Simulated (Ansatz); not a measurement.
`C=CC(=C)CF`. The species carries charge 0 and has multiplicity 1. Geometry: relaxed with PBE0-D4/def2-TZVP. It is one conformer, not always the lowest.

```xyz
13

C     0.064   -2.005   -0.066
C    -0.645   -0.934    0.289
C    -0.241    0.455    0.122
C    -1.030    1.456    0.513
C     1.093    0.711   -0.505
F     1.364    2.056   -0.607
H    -0.319   -3.005    0.098
H     1.042   -1.934   -0.527
H    -1.621   -1.077    0.747
H    -1.994    1.252    0.965
H    -0.735    2.489    0.392
H     1.131    0.283   -1.513
H     1.890    0.253    0.092
```

(1) What is the dipole moment at PBE/def2-TZVPP? (Best estimate.)

(2) And with r2SCAN, B3LYP, ωB97M-V? (Estimate.)

(3) Give the Mulliken charges with PBE, ωB97M-V, B3LYP in def2-TZVPP. (Best estimate.)

Results:

(1) The calculation gave: 1.43 D, with components (-0.33, -1.38, 0.13) D in this frame, pointing from negative to positive charge.

(2) The calculation gave: r2SCAN 1.50 D, B3LYP 1.55 D, ωB97M-V 1.57 D.

(3) Computed: 
```csv
atom,PBE,ωB97M-V,B3LYP
C1,-0.20,-0.22,-0.22
C2,-0.11,-0.08,-0.11
C3,0.03,0.03,0.02
C4,-0.20,-0.21,-0.22
C5,0.07,0.01,0.09
F6,-0.20,-0.23,-0.25
H7,0.10,0.11,0.11
H8,0.07,0.08,0.08
H9,0.09,0.10,0.10
H10,0.09,0.09,0.09
H11,0.10,0.11,0.12
H12,0.08,0.11,0.09
H13,0.08,0.11,0.09
```

B3LYP here is the variant with VWN-RPA as its local correlation; programs differ in this.
